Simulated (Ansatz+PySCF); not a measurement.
A calculation with PySCF 2.14.0.

```python
from pyscf import gto, scf

mol = gto.M(atom="""
C 0.000000 0.000000 -0.543780
F 0.000000 0.941880 0.181260
F 0.000000 -0.941880 0.181260
""", basis='def2-svp', charge=0, spin=0)
mf = scf.UHF(mol)
mf.init_guess = 'atom'
mf.kernel()
while True:  # follow internal instabilities
    mo, _, stable, _ = mf.stability(return_status=True)
    if stable: break
    mf.kernel(mf.make_rdm1(mo, mf.mo_occ))
print(mf.converged, mf.e_tot, mf.spin_square()[0])
```

The script is written out from the run's settings.

Output:

```json
{"Converged": "yes", "Total energy": "-236.44941 hartree", "Spin squared of the determinant": "0.000"}
```
